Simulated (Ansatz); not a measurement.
# CHF2: the cost of one run

Program: Ansatz 0.2.0. Level of theory: the levels named in each step. These are calculated values, not measurements.

### 1 Starting point

Bond lengths: F1–C2 1.237 Å, C2–F3 1.237 Å, C2–H4 1.112 Å. Angles: F1–C2–F3 117.4°, F1–C2–H4 121.3°, F3–C2–H4 121.3°.

Coordinates:

```xyz
4

F    -1.0565   -0.1858    0.0074
C     0.0001    0.4568    0.0057
F     1.0564   -0.1862   -0.0120
H     0.0001    1.5685    0.0192
```

### 2 A rough first relaxation, PBE-D4/def2-SVP

Contents of input.yaml:

```yaml
crystal:
  periodic: [false, false, false]
  atoms:
    - { symbol: F, position_ang: [-1.05647, -0.18581, 0.00736] }
    - { symbol: C, position_ang: [0.00012, 0.4568, 0.00568] }
    - { symbol: F, position_ang: [1.05636, -0.18619, -0.01196] }
    - { symbol: H, position_ang: [0.00011, 1.56852, 0.01925] }
total_charge: 1
basis:
  gaussian: { orbitals: def2-SVP }
hamiltonian:
  xc: pbe
  dispersion: d4
relax:
  f_tol: 0.03
  max_steps: 200
```

The run is started by

```
ansatz run input.yaml --threads 2 --pin off --max-ram 5120MiB --backend cpu --events-out ev --progress --plain --runs-dir out
```

Q: Estimate wall time and peak memory on 2 threads of Arm Neoverse V2, shared host.

About 2.2 s, with a peak of 0.099 GiB.
